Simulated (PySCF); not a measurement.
These are PBE-D3(BJ)/def2-TZVP // PBE0-D3(BJ)/def2-TZVP (PySCF) values and carry that method's errors. Gas-phase values, no solvent. 

Reference species (SMILES): `F[Si](F)(F)F` (neutral, multiplicity 1).

| Item | Result |
|---|---|
| LUMO | -0.53 eV |
| HOMO | -10.59 eV |

Changed species: `[Si](F)(F)(Cl)Cl` (2 of 4 F replaced by Cl; the reference has 0 of 4 F replaced by Cl).

Give the shifts of the LUMO and HOMO.

the LUMO falls by 0.42 eV, to -0.95 eV; the HOMO rises by 2.14 eV, to -8.45 eV.
